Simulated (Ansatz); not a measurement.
Geometry optimisation, RKS PBE0-D4/def2-mTZVP (Ansatz 0.2.0).

The input (input.yaml):

```yaml
crystal:
  periodic: [false, false, false]
  atoms:
    - { symbol: Al, position_ang: [0.0, 0.0, 0.0] }
    - { symbol: C, position_ang: [1.4047, 0.0, 1.654] }
    - { symbol: H, position_ang: [0.4051, -0.3092, 2.0245] }
    - { symbol: H, position_ang: [2.1723, -0.7111, 2.0245] }
    - { symbol: H, position_ang: [1.6368, 1.0203, 2.0245] }
    - { symbol: H, position_ang: [1.7519, 0.0, 0.1685] }
    - { symbol: H, position_ang: [-1.351, 0.0, -0.78] }
basis:
  gaussian: { orbitals: def2-mTZVP }
hamiltonian:
  xc: pbe0
  dispersion: d4
relax:
  f_tol: 0.15
  max_steps: 25
  restrain:
    - { distance: [1, 5], at: 2.31, k: 30.0 }
    - { distance: [0, 1], at: 1.97, k: 30.0 }
    - { distance: [0, 5], at: 1.56, k: 30.0 }
output:
  orbitals: {}
```

Launched with:

```bash
$ ansatz run input.yaml --threads 1 --pin off --max-ram 2048MiB --backend cpu --events-out ev --progress --plain --runs-dir out
```

Q: Where does it end, and by what steps?

A: It converged. The restraints hold the end off the free minimum. After 9 steps the energy has fallen by 4.751 eV (the restraints' own energy left out); H3 moved furthest, 0.74 Å.

```tsv
step	energy less start (eV)	largest force component (eV/Å)	accepted
0	0.0000	3.859	yes
1	-1.1637	2.904	yes
2	-2.2888	3.743	yes
3	-3.7500	2.118	yes
4	-4.3026	1.943	yes
5	-4.6678	1.762	yes
6	-4.7295	1.701	yes
7	-4.7518	1.592	yes
8	-4.7506	1.589	yes
9	-4.7507	1.574	yes
```

```xyz
7
Properties=species:S:1:pos:R:3
Al 0.324 0.011 0.018
C 1.051 -0.040 1.820
H 0.486 -0.186 2.745
H 1.825 -0.815 1.768
H 1.602 0.905 1.905
H 1.802 0.216 -0.410
H -1.069 -0.092 -0.729
```

Time of the run: 18 s on 1 thread of Arm Neoverse V1, on a shared host, peak memory 0.11 GiB.
